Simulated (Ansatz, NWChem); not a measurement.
## From Ansatz to NWChem

This Ansatz 0.2.0 job computes triplet CH5FSi:

in.yaml:
```yaml
crystal:
  periodic: [false, false, false]
  atoms:
    - {symbol: C, position_ang: [-0.521400, 0.700300, -0.437000]}
    - {symbol: Si, position_ang: [0.448400, -0.642000, 0.395200]}
    - {symbol: F, position_ang: [1.946500, -0.649600, -0.178800]}
    - {symbol: H, position_ang: [-0.562400, 0.542500, -1.517100]}
    - {symbol: H, position_ang: [-1.546700, 0.713200, -0.056500]}
    - {symbol: H, position_ang: [-0.077200, 1.680300, -0.248400]}
    - {symbol: H, position_ang: [0.538700, -0.420800, 1.860700]}
    - {symbol: H, position_ang: [-0.133700, -1.981200, 0.126000]}
basis:
  gaussian: {orbitals: 6-311+G_st__st_-spherical.json}
magnetization: {spin_polarized: true, initial_magnetization: 2}
hamiltonian: {xc: {name: B3LYP}}
accuracy: high
output: {orbitals: {seedname: orbitals}}
```

```bash
$ ansatz run in.yaml --threads 1 --pin off --max-ram 3480MiB --events-out events.jsonl --progress --plain --runs-dir runs
```

(Basis files named in the input come from the Basis Set Exchange and aren't shown.)

The coordinates come from a PBE0-D4/def2-TZVP relaxation. That shape belongs to the parent species and isn't relaxed for this state.

It gives a total energy of -430.307951 Eh.

Problem. Write the same calculation for NWChem 7.3.0 as an input file of the program's own.

Solution. One way, which was run:

ch5fsi.nw:
```
start ch5fsi
title "CH5FSi"
memory stack 880 mb heap 220 mb global 1100 mb

geometry units angstrom noautosym nocenter noautoz
  C       -0.521400       0.700300      -0.437000
  Si       0.448400      -0.642000       0.395200
  F        1.946500      -0.649600      -0.178800
  H       -0.562400       0.542500      -1.517100
  H       -1.546700       0.713200      -0.056500
  H       -0.077200       1.680300      -0.248400
  H        0.538700      -0.420800       1.860700
  H       -0.133700      -1.981200       0.126000
end

basis spherical bse
  C library 6-311+G**
  Si library 6-311+G**
  F library 6-311+G**
  H library 6-311+G**
end

dft
  xc b3lyp
  mult 3
  grid fine
  convergence energy 1e-08
  maxiter 100
  mulliken
  noprint "final vectors analysis"
end

task dft energy
```

```bash
$ nwchem ch5fsi.nw > ch5fsi.out
```

Its energy is -430.307523 Eh, 0.428 mEh from the first; the programs' integration grids differ.
